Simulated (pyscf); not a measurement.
This saddle point was located with ωB97X-D3(BJ)/def2-SVP in PySCF.

```
O
Si 1 1.6635
O 2 1.6629 1 108.55
Si 3 1.6721 2 124.05 1 -27.77
O 4 1.6460 3 106.95 2 -5.93
Si 1 1.6909 2 129.90 3 39.37
H 6 1.4782 1 119.80 2 90.97
H 4 1.4831 5 110.33 6 164.57
H 2 1.4844 3 108.99 4 -145.24
H 2 1.4862 9 111.02 1 -120.81
H 4 1.4929 8 110.45 5 -123.36
F 6 1.7987 7 89.05 5 164.77
H 6 1.5791 7 132.38 12 -70.00
C 13 1.8176 6 109.54 7 108.43
F 14 1.2903 13 136.60 6 -86.93
H 14 1.0935 15 110.67 12 132.26
H 14 1.0943 16 121.25 13 83.09
```
Charge 0, spin multiplicity 1.

Surface: singlet, charge 0. Lowest wavenumbers (cm⁻¹): 790i, 44, 58, 79, 94.

Question: What reaction is this the transition state of?

Answer: cyclic H₆O₃Si₃ (SMILES O1[SiH2]O[SiH2]O[SiH2]1) + F–CH₂–F <-> cyclic H₅FO₃Si₃ (SMILES F[SiH]1O[SiH2]O[SiH2]O1) + fluoromethane (H₃C–F), a four-centre exchange read from left to right: H–Si, C–F broken and F–Si, C–H formed. At ωB97M-D3(BJ)/def2-TZVP it lies +2.85 eV from the left side and +5.02 eV from the right (each side as separated species at their lowest minima found). From the product side, •H₂C–F + H• + cyclic H₅FO₃Si₃ (SMILES F[SiH]1O[SiH2]O[SiH2]O1) lies, by one bond made or cut, 0.36 eV under this saddle at ωB97M-D3(BJ). This is the saddle that the search found; another between the same sides may lie lower.
